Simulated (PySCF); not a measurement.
**Worked example for `S=[PH]1C=CC=C1` (C4H5PS): proton affinity at atom S1**

Atom numbers as in the mapped SMILES `[S:1]=[PH:2]1[CH:3]=[CH:4][CH:5]=[CH:6]1`.

Energies: B3LYP-D3(BJ)/def2-TZVP (PySCF, density fitting, integration grid level 2) on PBE0-D3(BJ)/def2-SVP structures. Zero-point and thermal terms (298.15 K, 1 bar) come from unscaled GFN2-xTB harmonic frequencies, with soft modes damped to free rotors in the entropy. These were taken at the GFN2-xTB minima.

Step: `S[PH+]1C=CC=C1` → `S=[PH]1C=CC=C1` + H⁺.

```csv
species,charge,multiplicity,E / Eh
S[PH+]1C=CC=C1,1,1,-895.438414
S=[PH]1C=CC=C1,0,1,-895.095053
```

Thermal terms, products less reactant: Δ(H − E) = -15.31 kJ/mol, Δ(G − E) = -43.98 kJ/mol (the bare proton has no electronic energy, H = 5/2 RT). 1 Eh = 2625.50 kJ/mol.

Problem. What are ΔE, ΔH and ΔG of this step?

Solution. ΔE = 0.343361 Eh = 901.49 kJ/mol; ΔH = 886.2 kJ/mol; ΔG = 857.5 kJ/mol, all in the gas phase at 298.15 K and 1 bar. The digits show the arithmetic; the method itself can be off by 10 kJ/mol or more.
